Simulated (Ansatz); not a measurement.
```yaml
crystal:
  periodic: [false, false, false]
  atoms:
    - {symbol: B, position_ang: [-1.827617, -0.238020, -0.000341]}
    - {symbol: Si, position_ang: [0.000460, 0.129359, -0.000030]}
    - {symbol: B, position_ang: [1.825880, -0.251003, 0.000456]}
    - {symbol: H, position_ang: [0.005830, 1.640681, -0.000385]}
basis:
  gaussian: {orbitals: def2-TZVP}
magnetization: {spin_polarized: true, initial_magnetization: 3}
hamiltonian: {xc: pbe0}
relax: {f_tol: 0.004, max_steps: 80}
```

```sh
$ ansatz run in.yaml --threads 1 --pin off --events-out ev --progress --plain --max-ram 2176MiB
```

Steps of the relaxation (energy above the last step; positions in Å, forces in eV/Å):

```
4
step 1, 3360.0 meV
B    -1.828   -0.238    0.000   -0.195   -0.352   -0.150
Si    0.000    0.129    0.000    0.003    0.901    0.375
B     1.826   -0.251    0.000    0.193   -0.354   -0.150
H     0.006    1.641    0.000   -0.001   -0.195   -0.074
```

```
4
step 2, 3216.7 meV
B    -1.812   -0.292   -0.045   -0.415   -0.281   -0.236
Si    0.001    0.188    0.111    0.003    0.783    0.548
B     1.810   -0.305   -0.045    0.413   -0.284   -0.236
H     0.006    1.690   -0.021   -0.001   -0.218   -0.075
```

```
4
step 3, 3121.1 meV
B    -1.801   -0.312   -0.089   -0.369   -0.196   -0.194
Si    0.001    0.219    0.223    0.002    0.544    0.417
B     1.799   -0.325   -0.089    0.368   -0.199   -0.193
H     0.006    1.700   -0.046   -0.001   -0.148   -0.030
```

```
4
step 10, 1692.1 meV
B    -1.178   -0.632   -0.240    0.870   -0.628   -0.168
Si    0.046    0.614    0.430   -0.003    0.082    0.473
B     1.216   -0.710   -0.223   -1.031   -0.147   -0.169
H    -0.079    2.009    0.034    0.164    0.693   -0.136
```

```
4
step 13, 1025.1 meV
B    -0.851   -0.746   -0.304    0.065   -0.020   -0.011
Si    0.079    0.730    0.504    0.004    0.055    0.020
B     0.895   -0.845   -0.266   -0.040   -0.100   -0.021
H    -0.118    2.142    0.066   -0.030    0.065    0.011
```

```
4
step 18, 846.2 meV
B    -0.763   -0.639   -0.364    0.156   -0.141   -0.101
Si    0.212    0.780    0.613    0.143    0.156    0.209
B     0.805   -0.958   -0.274   -0.288    0.115   -0.036
H    -0.250    2.098    0.025   -0.011   -0.131   -0.071
```

```
4
step 22, 794.4 meV
B    -0.798   -0.457   -0.458    0.230    0.230    0.095
Si    0.413    0.762    0.772   -0.231    0.361   -0.105
B     0.737   -0.814   -0.221   -0.021   -0.365   -0.146
H    -0.346    1.789   -0.094    0.022   -0.226    0.156
```

```
4
step 23, 760.0 meV
B    -0.779   -0.371   -0.490    0.324    0.306    0.170
Si    0.476    0.774    0.764   -0.254    0.193   -0.194
B     0.720   -0.845   -0.183   -0.147   -0.105   -0.087
H    -0.412    1.723   -0.091    0.077   -0.394    0.112
```

```
4
step 26, 73.6 meV
B    -0.669    0.019   -0.517    0.281    0.818    0.332
Si    0.649    0.795    0.804    0.014   -0.007    0.011
B     0.633   -0.864   -0.116   -0.035   -0.194   -0.064
H    -0.609    1.332   -0.171   -0.259   -0.617   -0.279
```

```
4
step 30, 0.1 meV
B    -0.557    0.114   -0.563   -0.031    0.036   -0.003
Si    0.726    0.797    0.794    0.006   -0.008    0.004
B     0.579   -0.912   -0.068    0.027   -0.015    0.011
H    -0.743    1.282   -0.164   -0.001   -0.013   -0.012
```

```
4
step 31, 0.0 meV
B    -0.564    0.111   -0.556    0.008   -0.001    0.007
Si    0.723    0.795    0.798    0.004    0.002    0.004
B     0.584   -0.910   -0.072   -0.009    0.003   -0.006
H    -0.739    1.285   -0.170   -0.003   -0.005   -0.005
```

```
4
step 33, 0.0 meV
B    -0.564    0.112   -0.553    0.001    0.000    0.001
Si    0.725    0.794    0.800    0.000   -0.003   -0.001
B     0.584   -0.911   -0.074    0.000    0.002    0.001
H    -0.741    1.286   -0.173   -0.001    0.000   -0.001
```

Close pairs at the end: B1–H4 1.246 Å, B1–B3 1.610 Å, Si2–H4 1.827 Å, Si2–B3 1.921 Å, B1–Si2 1.989 Å.

A stationary point of unrestricted PBE0 after 33 steps, with ⟨S²⟩ = 3.769 against 3.75 for a pure state; no frequencies were run, so it isn't proven a minimum. 3.5 min on 1 thread of Arm Neoverse V1, shared host.
